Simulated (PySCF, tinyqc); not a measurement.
Worked calculation: CCD on RHF in the sto-3g basis, frozen core, for LiH, spin multiplicity 1. The lowest restricted solution is unstable here: a spin-polarised one lies 0.0237 hartree lower (PySCF). One step of it, computed by the program tinyqc.

Problem. CCD: starting amplitudes. t_ij^ab = <ij||ab> / (e_i + e_j - e_a - e_b), whose energy is MP2.

orbital energies (hartree): MO1 -2.375172, MO2 -0.212652, MO3 0.066061, MO4 0.156976, MO5 0.156976, MO6 0.323799

Two-electron integrals over orbitals (pq|rs), unique and non-zero (hartree); the lowest 1 orbital is frozen and left out:
```
p,q,r,s,(pq|rs)
2,2,2,2,0.431574
3,2,2,2,-0.068313
3,2,3,2,0.030625
3,3,2,2,0.212626
3,3,3,2,0.017739
3,3,3,3,0.319334
4,2,4,2,0.020842
4,3,4,2,0.021448
4,3,4,3,0.041344
4,4,2,2,0.232582
4,4,3,2,0.020260
4,4,3,3,0.276726
4,4,4,4,0.312946
5,2,5,2,0.020842
5,3,5,2,0.021448
5,3,5,3,0.041344
5,4,5,4,0.016869
5,5,2,2,0.232582
5,5,3,2,0.020260
5,5,3,3,0.276726
5,5,4,4,0.279207
5,5,5,5,0.312946
6,2,2,2,0.102430
6,2,3,2,-0.053727
6,2,3,3,-0.015409
6,2,4,4,-0.044020
6,2,5,5,-0.044020
6,2,6,2,0.132229
6,3,2,2,-0.065361
6,3,3,2,0.025837
6,3,3,3,0.037226
6,3,4,4,0.012519
6,3,5,5,0.012519
6,3,6,2,-0.045238
6,3,6,3,0.038226
6,4,4,2,-0.017286
6,4,4,3,-0.010397
6,4,6,4,0.018283
6,5,5,2,-0.017286
6,5,5,3,-0.010397
6,5,6,5,0.018283
6,6,2,2,0.399041
6,6,3,2,-0.051468
6,6,3,3,0.240401
6,6,4,4,0.253080
6,6,5,5,0.253080
6,6,6,2,0.077438
6,6,6,3,-0.047448
6,6,6,6,0.390483
```

Give: Starting amplitudes; correlation energy.

Solution.

Starting amplitudes (spin orbitals 1a, 1b, ...; amplitudes related by a flip of all spins are not repeated):
```
from,to,t
2a 2b,6a 6b,-0.1232
2a 2b,3a 6b,0.0659
2a 2b,3a 3b,-0.0549
2a 2b,4a 4b,-0.0282
2a 2b,5a 5b,-0.0282
```

correlation energy = -0.026236 hartree
